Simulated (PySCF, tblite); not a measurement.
# C₄H₄S: tautomers, NMR shifts, electronic excitations

What do calculations give for the tautomers, NMR shifts, electronic excitations of C₄H₄S (`C#CCC=S`)?

Programs: tblite 0.8.0 and PySCF 2.14.0, with routines of our own; each step states its level. All values are computed. Atoms count from 0.

## 1. The starting structure

9 atoms, charge 0, multiplicity 1; geometry from: start built from the parent or by distance geometry.

## 2. Optimising the geometry with GFN2-xTB

Job settings and geometry (Å):

```
{"job": {"kind": "relax", "xc": "GFN2-xTB", "basis": "xTB"}, "charge": 0, "multiplicity": 1}
C      2.083500     0.707300    -0.011300
C      1.032500     0.095100    -0.005700
C     -0.189800    -0.693500     0.048300
C     -1.392300     0.236500    -0.202900
S     -2.469700    -0.011000    -1.434000
H      2.966700     1.266000    -0.039800
H     -0.331600    -1.138800     1.021500
H     -0.160300    -1.482800    -0.690400
H     -1.511900     1.033200     0.545800
```

On the command line:

```console
OMP_NUM_THREADS=1 python redox_run.py task.json out
```

The driver reads the jobs from task.json and runs them one after another.

What it wrote:

```text
step      E/eV     max force
  0    -373.64962    2.268
  1    -373.62093    5.856
  2    -373.74713    0.874
  3    -373.76007    0.374
  4    -373.76638    0.193
  5    -373.77073    0.141
  6    -373.77192    0.126
  7    -373.77323    0.091
  8    -373.77387    0.085
  9    -373.77433    0.068
 10    -373.77462    0.069
 11    -373.77498    0.061
 12    -373.77540    0.081
 13    -373.77579    0.067
 14    -373.77606    0.050
 15    -373.77627    0.047
 16    -373.77651    0.056
 17    -373.77676    0.055
 18    -373.77698    0.054
 19    -373.77721    0.057
 20    -373.77754    0.066
 21    -373.77801    0.098
 22    -373.77847    0.087
 23    -373.77871    0.037
 24    -373.77878    0.022
 25    -373.77882    0.027
 26    -373.77892    0.047
 27    -373.77907    0.061
 28    -373.77924    0.049
 29    -373.77933    0.020
 30    -373.77938    0.021
 31    -373.77942    0.024
 32    -373.77949    0.039
 33    -373.77959    0.040
 34    -373.77967    0.034
 35    -373.77973    0.029
 36    -373.77978    0.022
 37    -373.77986    0.034
 38    -373.77998    0.040
 39    -373.78010    0.033
 40    -373.78020    0.024
 41    -373.78027    0.027
 42    -373.78037    0.038
 43    -373.78054    0.046
 44    -373.78075    0.042
 45    -373.78092    0.048
 46    -373.78108    0.045
 47    -373.78129    0.050
 48    -373.78151    0.072
 49    -373.78177    0.060
 50    -373.78199    0.029
 51    -373.78215    0.034
 52    -373.78222    0.030
 53    -373.78235    0.021
 54    -373.78241    0.016
 55    -373.78243    0.012
 56    -373.78244    0.021
 57    -373.78245    0.014
 58    -373.78247    0.008
```

Run time: 0.77 s. Hardware: 1 thread of Intel Xeon at 2.50GHz, shared host.

The steps of the relaxation: (not every step is listed) (the energy doesn't fall at every step)

```
step  energy from step 0 (eV)  largest force (eV/Å)
   0                   0.0000                2.2682
   1                   0.0287                5.8555
   2                  -0.0975                0.8745
   3                  -0.1104                0.3742
   4                  -0.1168                0.1931
   5                  -0.1211                0.1413
   6                  -0.1223                0.1261
   7                  -0.1236                0.0911
   8                  -0.1242                0.0847
  12                  -0.1258                0.0806
  16                  -0.1269                0.0562
  20                  -0.1279                0.0658
  24                  -0.1292                0.0218
  28                  -0.1296                0.0495
  32                  -0.1299                0.0387
  36                  -0.1302                0.0225
  40                  -0.1306                0.0242
  44                  -0.1311                0.0418
  48                  -0.1319                0.0720
  52                  -0.1326                0.0304
  53                  -0.1327                0.0214
  54                  -0.1328                0.0158
  55                  -0.1328                0.0122
  56                  -0.1328                0.0211
  57                  -0.1328                0.0140
  58                  -0.1328                0.0078
```

Close pairs (by a distance rule), those that changed most:

```
 bond  before (Å)  after (Å)  change (Å)
C2–C3       1.541      1.490      -0.051
C3–S4       1.655      1.613      -0.042
C0–C1       1.216      1.196      -0.020
C2–H6       1.080      1.098      +0.019
C3–H8       1.100      1.087      -0.013
C2–H7       1.081      1.093      +0.012
C1–C2       1.456      1.450      -0.006
C0–H5       1.045      1.049      +0.003
```

The final coordinates are the input of the step that follows.

## 3. Harmonic vibrations with GFN2-xTB

Job settings and geometry (Å):

```
{"job": {"kind": "ir", "xc": "GFN2-xTB", "basis": "xTB"}, "charge": 0, "multiplicity": 1}
C      2.048600     0.719491     0.047677
C      1.043708     0.070758     0.032246
C     -0.197850    -0.677431    -0.002766
C     -1.364382     0.222801    -0.225378
S     -2.606690    -0.129556    -1.191909
H      2.943512     1.266251     0.061481
H     -0.329878    -1.174952     0.967564
H     -0.159418    -1.448496    -0.776739
H     -1.350478     1.163121     0.319183
```

What it wrote:

```text
mode    cm-1     km/mol
  1      43.2      3.25
  2     163.9      1.22
  3     289.6      1.09
  4     335.0      4.47
  5     426.8      1.71
  6     641.5     30.55
  7     662.8     28.81
  8     701.9      2.45
  9     885.9     13.98
 10     983.7      4.41
 11    1019.3      2.96
 12    1109.9      8.58
 13    1161.0     23.10
 14    1224.8      6.35
 15    1333.4     83.95
 16    1398.7     12.61
 17    2294.4     13.07
 18    2895.2      4.47
 19    2968.4      3.27
 20    2981.0     22.89
 21    3400.0      9.40
ZPE 161.018  H(298)-E 179.204  G(298)-E 83.516 kJ/mol  S 320.94 J/(mol K)
```

Wall time 0.59 s (1 thread of Intel Xeon at 2.50GHz, shared host); peak memory 0.19 GiB.

Which atoms move in the most intense modes:

```
cm⁻¹  km/mol                               atoms
 642    30.6                    H5 78 %, C0 12 %
 663    28.8                    H5 83 %, C0 12 %
 886    14.0  C2 29 %, H6 19 %, C3 19 %, H8 13 %
1161    23.1           H8 40 %, C3 31 %, C2 12 %
1333    84.0  C3 33 %, H8 27 %, H7 20 %, C2 17 %
1399    12.6                    H7 49 %, H6 43 %
2294    13.1                    C1 58 %, C0 31 %
2981    22.9                    H8 74 %, H7 18 %
```

## 4. Geometry optimisation at PBE0-D3(BJ)/def2-SVP

The job, as its differences from that of step 3:

```diff
@@ -1,2 +1,2 @@
-{"job": {"kind": "ir", "xc": "GFN2-xTB", "basis": "xTB"}, "charge": 0, "multiplicity": 1}
+{"job": {"xc": "PBE0", "basis": "def2-SVP", "d3": "d3bj", "grid": 1, "kind": "geom"}, "charge": 0, "multiplicity": 1}
 C      2.048600     0.719491     0.047677
```

What it wrote:

```text
step   0  E = -552.35652969  max force = 0.018330
step   1  E = -552.35815592  max force = 0.003082
step   2  E = -552.35817593  max force = 0.000249
step   3  E = -552.35817634  max force = 0.000060
optimisation converged
```

Wall time 29 s (1 thread of Intel Xeon at 2.50GHz, shared host); peak memory 0.39 GiB.

Along the way:

```
step  energy from step 0 (eV)  largest force component (eV/Å)
   0                   0.0000                          0.9426
   1                  -0.0443                          0.1585
   2                  -0.0448                          0.0128
   3                  -0.0448                          0.0031
```

Distances of close pairs at the start and the end, largest changes first:

```
 bond  before (Å)  after (Å)  change (Å)
C0–H5       1.049      1.074      +0.026
C3–H8       1.087      1.103      +0.016
C2–C3       1.490      1.505      +0.015
C0–C1       1.196      1.210      +0.014
C2–H6       1.098      1.108      +0.009
C2–H7       1.093      1.101      +0.008
C1–C2       1.450      1.458      +0.008
C3–S4       1.613      1.611      -0.002
```

The end geometry stands in the next job.

```
                         at the end point                 value
  point group (found at 0.08 Å tolerance)                    C1
rotational constants (GHz, main isotopes)  20.957, 1.664, 1.609
                        dipole moment (D)                  1.77
```

## 5. Harmonic vibrations (C₄H₄S): PBE0-D3(BJ)/def2-SVP

Job settings and geometry (Å):

```
{"job": {"xc": "PBE0", "basis": "def2-SVP", "d3": "d3bj", "grid": 2, "kind": "hessian"}, "charge": 0, "multiplicity": 1}
C      2.080055     0.724929     0.036542
C      1.057761     0.077067     0.022091
C     -0.193748    -0.669536    -0.005215
C     -1.392517     0.211893    -0.230081
S     -2.629522    -0.135446    -1.202406
H      2.992769     1.291548     0.048231
H     -0.334489    -1.171464     0.972386
H     -0.172005    -1.465172    -0.766510
H     -1.381736     1.147829     0.353356
```

What it wrote:

```text
coarse grid: 8448 points
cycle   1  E = -552.2599739274  dE =  5.446e-01  |g| = 3.511e-01  |ddm| = 3.349e+00
cycle   2  E = -552.2079187396  dE =  5.206e-02  |g| = 5.614e-01  |ddm| = 1.192e+00
cycle   3  E = -552.2911424105  dE = -8.322e-02  |g| = 1.471e-01  |ddm| = 8.220e-01
cycle   4  E = -552.2969914465  dE = -5.849e-03  |g| = 3.844e-02  |ddm| = 1.748e-01
cycle   5  E = -552.2972331102  dE = -2.417e-04  |g| = 2.335e-02  |ddm| = 4.497e-02
cycle   6  E = -552.2973723568  dE = -1.392e-04  |g| = 2.940e-03  |ddm| = 2.495e-02
cycle   7  E = -552.2973749160  dE = -2.559e-06  |g| = 7.012e-04  |ddm| = 4.572e-03
final grid: 78072 points
cycle   8  E = -552.3581593428  dE = -4.104e-06  |g| = 8.618e-03  |ddm| = 2.225e-02
cycle   9  E = -552.3580914747  dE =  6.787e-05  |g| = 1.744e-02  |ddm| = 3.132e-02
cycle  10  E = -552.3581799461  dE = -8.847e-05  |g| = 1.979e-03  |ddm| = 2.245e-02
cycle  11  E = -552.3581809291  dE = -9.830e-07  |g| = 5.726e-04  |ddm| = 2.033e-03
cycle  12  E = -552.3581810124  dE = -8.328e-08  |g| = 1.095e-04  |ddm| = 5.600e-04
cycle  13  E = -552.3581810154  dE = -3.016e-09  |g| = 1.968e-05  |ddm| = 1.282e-04
cycle  14  E = -552.3581810155  dE = -1.133e-10  |g| = 6.106e-06  |ddm| = 3.882e-05
cycle  15  E = -552.3581810155  dE = -8.981e-12  |g| = 1.270e-06  |ddm| = 8.736e-06
converged SCF energy = -552.3581810155

mode    cm-1
  1      60.1
  2     181.5
  3     341.8
  4     365.2
  5     488.3
  6     695.4
  7     715.9
  8     735.5
  9     938.9
 10     983.0
 11    1018.0
 12    1166.4
 13    1183.8
 14    1264.3
 15    1403.2
 16    1412.5
 17    2252.2
 18    3029.4
 19    3110.2
 20    3122.8
 21    3490.3
ZPE 167.230  H(298)-E 184.648  G(298)-E 90.461 kJ/mol  S 315.90 J/(mol K)
```

Run time: 4 min. Hardware: 1 thread of Intel Xeon at 2.50GHz, shared host; peak memory 1.4 GiB.

Zero-point energy 167.23 kJ/mol (xTB gave 161.02).

## 6. Single point (C4H4S): M06-2X/def2-TZVP

Geometry: PBE0-D3(BJ)/def2-SVP.

The job, as its differences from that of step 5:

```diff
@@ -1,2 +1,2 @@
-{"job": {"xc": "PBE0", "basis": "def2-SVP", "d3": "d3bj", "grid": 2, "kind": "hessian"}, "charge": 0, "multiplicity": 1}
+{"job": {"kind": "sp", "xc": "M06-2X", "basis": "def2-TZVP", "grid": 3}, "charge": 0, "multiplicity": 1}
 C      2.080055     0.724929     0.036542
```

What it wrote:

```text
coarse grid: 36928 points
cycle   1  E = -552.8496219273  dE =  7.481e-01  |g| = 4.209e-01  |ddm| = 2.996e+00
cycle   2  E = -552.8073443297  dE =  4.228e-02  |g| = 6.181e-01  |ddm| = 1.217e+00
cycle   3  E = -552.9035711705  dE = -9.623e-02  |g| = 8.119e-02  |ddm| = 6.340e-01
cycle   4  E = -552.9048924280  dE = -1.321e-03  |g| = 4.910e-02  |ddm| = 1.201e-01
cycle   5  E = -552.9054226400  dE = -5.302e-04  |g| = 1.823e-02  |ddm| = 4.532e-02
cycle   6  E = -552.9055013482  dE = -7.871e-05  |g| = 3.954e-03  |ddm| = 2.297e-02
cycle   7  E = -552.9055066687  dE = -5.320e-06  |g| = 1.415e-03  |ddm| = 1.055e-02
final grid: 114584 points
cycle   8  E = -552.9058243728  dE = -7.539e-06  |g| = 2.679e-03  |ddm| = 3.622e-02
cycle   9  E = -552.9058233657  dE =  1.007e-06  |g| = 3.322e-03  |ddm| = 5.723e-03
cycle  10  E = -552.9058259708  dE = -2.605e-06  |g| = 4.891e-04  |ddm| = 3.411e-03
cycle  11  E = -552.9058260320  dE = -6.126e-08  |g| = 1.933e-04  |ddm| = 5.058e-04
cycle  12  E = -552.9058260405  dE = -8.479e-09  |g| = 1.059e-04  |ddm| = 2.749e-04
cycle  13  E = -552.9058260435  dE = -2.932e-09  |g| = 3.041e-05  |ddm| = 1.189e-04
converged SCF energy = -552.9058260435
```

It took 40 s on 1 thread of Intel Xeon at 2.50GHz, shared host; peak memory 0.6 GiB.

## 7. Single point (C₄H₄S): M06-2X/def2-TZVP in cyclohexane

Geometry: PBE0-D3(BJ)/def2-SVP.

The job, as its differences from that of step 6:

```diff
@@ -1,2 +1,2 @@
-{"job": {"kind": "sp", "xc": "M06-2X", "basis": "def2-TZVP", "grid": 3}, "charge": 0, "multiplicity": 1}
+{"job": {"kind": "sp", "xc": "M06-2X", "basis": "def2-TZVP", "grid": 3, "solvent": "cyclohexane"}, "charge": 0, "multiplicity": 1}
 C      2.080055     0.724929     0.036542
```

What it wrote:

```text
final grid: 114584 points
cycle   1  E = -552.9087948662  dE = -1.213e-04  |g| = 1.200e-02  |ddm| = 1.088e-01
cycle   2  E = -552.9087568605  dE =  3.801e-05  |g| = 1.744e-02  |ddm| = 3.024e-02
cycle   3  E = -552.9088358771  dE = -7.902e-05  |g| = 1.795e-03  |ddm| = 1.372e-02
cycle   4  E = -552.9088366086  dE = -7.315e-07  |g| = 8.170e-04  |ddm| = 2.323e-03
cycle   5  E = -552.9088367656  dE = -1.570e-07  |g| = 3.597e-04  |ddm| = 1.372e-03
cycle   6  E = -552.9088368026  dE = -3.698e-08  |g| = 9.265e-05  |ddm| = 7.187e-04
cycle   7  E = -552.9088368052  dE = -2.614e-09  |g| = 2.206e-05  |ddm| = 2.260e-04
converged SCF energy = -552.9088368052
```

Wall time 32 s (1 thread of Intel Xeon at 2.50GHz, shared host); peak memory 0.68 GiB.

## 8. Geometry optimisation with GFN2-xTB

This step treats C4H4S, `C#C/C=C\S`.

Job settings and geometry (Å):

```
{"job": {"kind": "relax", "xc": "GFN2-xTB", "basis": "xTB"}, "charge": 0, "multiplicity": 1}
C      1.561200     0.171200     1.459600
C      0.977400     0.125300     0.380100
C      0.359500     0.038800    -0.858200
C     -0.977600    -0.096500    -1.073100
S     -2.182400    -0.267500     0.191300
H      2.028600     0.229500     2.398100
H      0.983600     0.134800    -1.746300
H     -1.331800    -0.140300    -2.069400
H     -1.391400    -0.183200     1.267400
```

What it wrote:

```text
step      E/eV     max force
  0    -373.88439    2.943
  1    -373.74913    7.465
  2    -373.94511    0.996
  3    -373.95264    0.880
  4    -373.96108    0.266
  5    -373.96603    0.223
  6    -373.97086    0.302
  7    -373.97292    0.183
  8    -373.97384    0.074
  9    -373.97448    0.091
 10    -373.97495    0.078
 11    -373.97530    0.053
 12    -373.97565    0.057
 13    -373.97606    0.072
 14    -373.97650    0.089
 15    -373.97689    0.064
 16    -373.97721    0.053
 17    -373.97748    0.059
 18    -373.97768    0.052
 19    -373.97779    0.032
 20    -373.97786    0.030
 21    -373.97795    0.039
 22    -373.97811    0.061
 23    -373.97834    0.069
 24    -373.97855    0.049
 25    -373.97868    0.028
 26    -373.97879    0.041
 27    -373.97893    0.065
 28    -373.97909    0.061
 29    -373.97921    0.031
 30    -373.97928    0.023
 31    -373.97933    0.028
 32    -373.97939    0.035
 33    -373.97942    0.023
 34    -373.97943    0.007
```

Wall time 0.57 s (1 thread of Intel Xeon at 2.50GHz, shared host).

Relaxation path: (not every step is listed) (the energy doesn't fall at every step)

```
step  energy from step 0 (eV)  largest force (eV/Å)
   0                   0.0000                2.9431
   1                   0.1353                7.4654
   2                  -0.0607                0.9964
   3                  -0.0682                0.8800
   4                  -0.0767                0.2665
   5                  -0.0816                0.2234
   6                  -0.0865                0.3020
   7                  -0.0885                0.1825
   8                  -0.0894                0.0740
  10                  -0.0906                0.0776
  12                  -0.0913                0.0573
  14                  -0.0921                0.0893
  16                  -0.0928                0.0534
  18                  -0.0933                0.0519
  20                  -0.0935                0.0303
  22                  -0.0937                0.0611
  24                  -0.0942                0.0495
  26                  -0.0944                0.0412
  28                  -0.0947                0.0612
  29                  -0.0948                0.0312
  30                  -0.0949                0.0227
  31                  -0.0949                0.0281
  32                  -0.0950                0.0353
  33                  -0.0950                0.0228
  34                  -0.0950                0.0070
```

Distances of close pairs at the start and the end, largest changes first:

```
 bond  before (Å)  after (Å)  change (Å)
C0–C1       1.228      1.203      -0.025
C2–C3       1.361      1.337      -0.024
C3–H7       1.058      1.078      +0.019
C1–C2       1.387      1.406      +0.019
C3–S4       1.755      1.745      -0.010
C2–H6       1.090      1.082      -0.008
S4–H8       1.338      1.334      -0.004
C0–H5       1.050      1.049      -0.001
```

The end geometry stands in the next job.

## 9. Infrared spectrum with GFN2-xTB

Job settings and geometry (Å):

```
{"job": {"kind": "ir", "xc": "GFN2-xTB", "basis": "xTB"}, "charge": 0, "multiplicity": 1}
C      1.493065     0.168726     1.465090
C      0.981727     0.116676     0.377741
C      0.357880     0.052171    -0.880627
C     -0.958029    -0.105503    -1.057384
S     -2.146427    -0.261326     0.210987
H      1.964670     0.216992     2.400622
H      1.006411     0.138845    -1.741883
H     -1.399857    -0.150460    -2.039328
H     -1.272316    -0.164133     1.214423
```

What it wrote:

```text
mode    cm-1     km/mol
  1     119.4      0.66
  2     217.2      3.32
  3     297.6      1.83
  4     328.6     33.08
  5     436.2      3.95
  6     561.9     12.41
  7     617.4     30.33
  8     683.0      6.95
  9     735.2     37.83
 10     752.5      8.50
 11     864.5      0.17
 12     883.2      8.07
 13    1000.3      5.31
 14    1175.6      1.17
 15    1289.8     26.00
 16    1606.6     53.07
 17    2240.8      2.42
 18    2403.8     74.66
 19    3054.0     14.52
 20    3107.5      8.89
 21    3398.0      5.51
ZPE 154.158  H(298)-E 172.348  G(298)-E 77.123 kJ/mol  S 319.39 J/(mol K)
```

Run time: 0.94 s. Hardware: 1 thread of Intel Xeon at 2.50GHz, shared host; peak memory 0.38 GiB.

The strongest bands and the atoms that carry them (share of the mass-weighted mode):

```
cm⁻¹  km/mol                               atoms
 329    33.1                    H8 72 %, C1 14 %
 562    12.4  H5 23 %, C2 21 %, C1 17 %, C3 15 %
 617    30.3                             H5 73 %
 735    37.8                    C3 39 %, S4 34 %
1290    26.0  H7 39 %, H6 26 %, C2 17 %, C3 15 %
1607    53.1                    C2 53 %, C3 43 %
2404    74.7                             H8 97 %
3054    14.5                             H6 92 %
```

## 10. Relaxing the molecule at PBE0-D3(BJ)/def2-SVP

This step treats C4H4S, `C#C/C=C\S`.

The job, as its differences from that of step 9:

```diff
@@ -1,2 +1,2 @@
-{"job": {"kind": "ir", "xc": "GFN2-xTB", "basis": "xTB"}, "charge": 0, "multiplicity": 1}
+{"job": {"xc": "PBE0", "basis": "def2-SVP", "d3": "d3bj", "grid": 1, "kind": "geom"}, "charge": 0, "multiplicity": 1}
 C      1.493065     0.168726     1.465090
```

What it wrote:

```text
step   0  E = -552.36802083  max force = 0.019178
step   1  E = -552.36999995  max force = 0.003502
step   2  E = -552.37003879  max force = 0.000319
step   3  E = -552.37004019  max force = 0.000103
optimisation converged
```

Wall time 31 s (1 thread of Intel Xeon at 2.50GHz, shared host); peak memory 0.41 GiB.

Relaxation path:

```
step  energy from step 0 (eV)  largest force component (eV/Å)
   0                   0.0000                          0.9862
   1                  -0.0539                          0.1801
   2                  -0.0549                          0.0164
   3                  -0.0549                          0.0053
```

Distances of close pairs at the start and the end, largest changes first:

```
 bond  before (Å)  after (Å)  change (Å)
C0–H5       1.049      1.074      +0.025
S4–H8       1.334      1.354      +0.020
C3–H7       1.078      1.094      +0.016
C2–C3       1.337      1.352      +0.015
C0–C1       1.203      1.216      +0.014
C2–H6       1.082      1.094      +0.013
C1–C2       1.406      1.417      +0.011
C3–S4       1.745      1.736      -0.009
```

The final coordinates are the input of the step that follows.

```
                         at the end point                value
  point group (found at 0.08 Å tolerance)                   Cs
rotational constants (GHz, main isotopes)  8.824, 2.528, 1.965
                        dipole moment (D)                 0.32
```

[end of part 1 of 3]
